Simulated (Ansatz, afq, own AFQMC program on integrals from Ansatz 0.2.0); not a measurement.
AFQMC on a folder of integrals that Ansatz 0.2.0 wrote.

```yaml
crystal:
  periodic: [false, false, false]
  atoms:
    - {symbol: Si, position_ang: [-0.001150, -0.085007, 0.595905]}
    - {symbol: B, position_ang: [-0.001150, 0.090870, -1.332947]}
    - {symbol: H, position_ang: [-0.001150, 1.095924, 1.517774]}
    - {symbol: H, position_ang: [1.040172, 0.370211, -1.854189]}
    - {symbol: H, position_ang: [-0.994662, -0.072117, -1.971046]}
basis:
  gaussian: {orbitals: cc-pVDZ}
magnetization: {spin_polarized: true, initial_magnetization: 2}
correlation: {method: ccsd_t, electrons: outside_noble_gas, hamiltonian_folder: ham}
```

```sh
$ ansatz run in.yaml --threads 1 --pin off --events-out ev --progress --plain --max-ram 1382MiB
```

afq runs on the folder ham with

```
--method phaseless --trial cisd --walkers 60 --populations 1 --least-time 40 --time-step 0.005 --steps-per-block 50 --equilibration-blocks 40 --max-blocks 300 --target-error 0.00076 --factor-cut 1e-05 --start spin_pure --seed 4327 --release-times 0.24,0.51,0.99,1.62,2.4 --release-step 0.03 --release-every 4 --taylor-order 6
```

Times are imaginary, in 1/Eh. The walk had a cap of 1573 s.

Log:

```
orbitals 41  electrons 6 4  factors 319 of 444
reference energy -315.25318860 Eh
CCSD correlation -0.18519938 Eh in 16 cycles, weight of the determinant in the CISD state 0.8823
energy of the start -315.437590 Eh
 block  time / (1/Eh)  mean weight  energy / Eh
     1     0.250  0.9988  -315.435736
     2     0.500  0.9998  -315.436822
     3     0.750  1.0006  -315.438121
     4     1.000  0.9990  -315.439563
     5     1.250  1.0001  -315.439584
     8     2.000  0.9980  -315.439803
    11     2.750  0.9987  -315.440850
    26     6.500  0.9985  -315.445160
    41    10.250  1.0007  -315.443547
    56    14.000  1.0005  -315.443732
    71    17.750  1.0021  -315.442425
    86    21.500  0.9998  -315.444004
   101    25.250  0.9990  -315.445944
   116    29.000  0.9996  -315.446655
   131    32.750  1.0004  -315.450718
   146    36.500  1.0020  -315.440144
   161    40.250  1.0015  -315.441376
   176    44.000  0.9999  -315.443728
   191    47.750  0.9985  -315.441149
   196    49.000  0.9997  -315.442320
blocks merged  error / Eh  count
     1  0.000206  160
     2  0.000263  80
     4  0.000334  40
     8  0.000395  20
    16  0.000500  10
released: time / (1/Eh)  energy / Eh  error  mean overlap
  0.24  -315.444324  0.000431  1.0090
  0.51  -315.444324  0.000437  1.0143
  0.99  -315.444646  0.000387  1.0009
  1.62  -315.444866  0.000497  0.9778
  2.40  -315.445466  0.000563  0.9343
energy -315.444163 +/- 0.000395 Eh
(rows thinned)
```

The run passed its tests (sampling time, drift between the halves within three errors, error under three times the target), which doesn't prove that it has relaxed.

Against this walk (error 10.8 meV) on the same determinant: CCSD(T) 26.2 meV higher, CCSDT(Q) 14.0 meV lower (within the noise). The error is statistical and leaves out the bias of the constraint. The released energies are still falling (meV from the phaseless value at times in 1/Eh: -4 ± 12 at 0.24, -4 ± 12 at 0.51, -13 ± 11 at 0.99, -19 ± 14 at 1.62, -35 ± 15 at 2.40), so they give no level.

Cautions: constraint bias not in the error; lower spins were not checked.

The walk took 4.2 min on 1 thread of Arm Neoverse V2 (shared host). The log's last line is the phaseless energy.

CCSDT and higher add their correlation energy to the determinant of the CCSD(T) run, since their own runs factorise the integrals more tightly (a shift of under 2 meV).
